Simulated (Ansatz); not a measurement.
Rhombohedral A7 Sb, treated with PBEsol (Ansatz, a quantum-chemistry and plane-wave program, PAW).

Run with plane-wave cutoff 520 eV, 18×18×18 k mesh, Fermi–Dirac smearing 0.084 eV (set by the program), scalar-relativistic PAW data made under PBE.

Computed at the level's own relaxed cell.

Q: Predict the elastic constant C33, Voigt–Reuss–Hill shear modulus (Hill average), elastic constant C12, elastic constant C11, elastic constant C13, elastic constant C44 and elastic constant C66.

A: 
- elastic constant C33 = 50.4 GPa
- Voigt–Reuss–Hill shear modulus (Hill average) = 27.0 GPa
- elastic constant C12 = 28.0 GPa
- elastic constant C11 = 95.3 GPa
- elastic constant C13 = 27.6 GPa
- elastic constant C44 = 39.1 GPa
- elastic constant C66 = 33.7 GPa

Note: the cell comes from a level without a dispersion term, which matters for the spacing of layers, chains or molecules.

Elastic constants are with the ions relaxed.

Spin–orbit coupling is not included.

The computed numbers hold no vibrational or temperature effects.
